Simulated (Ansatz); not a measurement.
hcp Co, relaxed in Ansatz (plane waves) with several semilocal functionals. Each gives its own volume and its own bulk modulus:

```tsv
level	V0 (Å³/atom)	bulk modulus B0 (GPa)	ln V0	ln B0
LDA	10.010	273.2	2.3036	5.6102
r²SCAN+rVV10	10.532	229.6	2.3544	5.4363
r²SCAN-D4	10.547	227.9	2.3558	5.4289
r²SCAN	10.637	224.1	2.3643	5.4121
revPBE	11.079	202.4	2.4051	5.3102
RPBE	11.165	197.3	2.4128	5.2847
```

Fit a straight line to ln B0 against ln V0. What does it predict for PBEsol, whose volume is 10.373 Å³/atom?

With x = ln V0 and y = ln B0: means 2.36600 and 5.41373; Σ(Δx Δy) = -0.02276, Σ(Δx²) = 0.007854, so the slope is -2.90. At x = 2.3392 the line gives y = 5.41373 + (-2.90) × (2.3392 − 2.36600) = 5.4915, or 242.6 GPa. The run with PBEsol gives 242.0 GPa, -0.2 % from the line. The rows used scatter about it by up to 1.6 %, while the largest value lies 38 % above the smallest.

Measured: 193 GPa (measured, zero-point energy and finite temperature contributions removed, our sources range from 193 to 198; as tabulated in doi:10.1021/acs.jctc.3c00612).

Spin-polarised runs: LDA (parallel moments), PBEsol (parallel moments), r²SCAN+rVV10 (parallel moments), r²SCAN-D4 (parallel moments), r²SCAN (parallel moments), revPBE (parallel moments), RPBE (parallel moments).

Ansatz's density-functional and Hartree–Fock values are scalar-relativistic unless marked +SOC, with PAW data made under PBE.

Ansatz is a first-principles code.
